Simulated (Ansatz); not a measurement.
```yaml
crystal:
  periodic: [false, false, false]
  atoms:
    - {symbol: Ge, position_ang: [-2.318176, -0.252856, -0.001025]}
    - {symbol: N, position_ang: [-0.618816, -0.192992, -0.000903]}
    - {symbol: Si, position_ang: [1.022099, -0.357266, -0.002063]}
    - {symbol: H, position_ang: [1.914893, 0.803114, 0.003991]}
basis:
  gaussian: {orbitals: def2-TZVP}
magnetization: {spin_polarized: true, initial_magnetization: 2}
hamiltonian: {xc: pbe0}
relax: {f_tol: 0.004, max_steps: 80}
```

```sh
$ ansatz run in.yaml --threads 1 --pin off --events-out ev --progress --plain --max-ram 2176MiB
```

Steps of the relaxation (energy above the last step; positions in Å, forces in eV/Å):

```
4
step 1, 17.5 meV
Ge   -2.318   -0.253   -0.001   -0.273   -0.002    0.000
N    -0.619   -0.193   -0.001    0.483    0.075    0.000
Si    1.022   -0.357   -0.002   -0.495   -0.630   -0.003
H     1.915    0.803    0.004    0.286    0.558    0.003
```

```
4
step 2, 2.9 meV
Ge   -2.317   -0.243   -0.001   -0.160    0.003    0.000
N    -0.613   -0.198   -0.001    0.299    0.014    0.000
Si    1.024   -0.378   -0.002   -0.225   -0.208   -0.001
H     1.906    0.819    0.004    0.086    0.191    0.001
```

```
4
step 3, 0.1 meV
Ge   -2.316   -0.235   -0.001   -0.022    0.005    0.000
N    -0.606   -0.203   -0.001    0.069   -0.023    0.000
Si    1.026   -0.392   -0.002   -0.051    0.023    0.000
H     1.896    0.830    0.004    0.004   -0.005    0.000
```

```
4
step 6, 0.0 meV
Ge   -2.316   -0.229   -0.001    0.002    0.000    0.000
N    -0.605   -0.211   -0.001   -0.001   -0.001    0.000
Si    1.026   -0.392   -0.002   -0.001    0.000    0.000
H     1.895    0.832    0.004    0.000    0.000    0.000
```

Close pairs at the end: Si3–H4 1.501 Å, N2–Si3 1.641 Å, Ge1–N2 1.711 Å.

A stationary point of unrestricted PBE0 after 6 steps, with ⟨S²⟩ = 2.032 against 2.00 for a pure state; no frequencies were run, so it isn't proven a minimum. 52 s on 1 thread of Arm Neoverse V2, shared host.
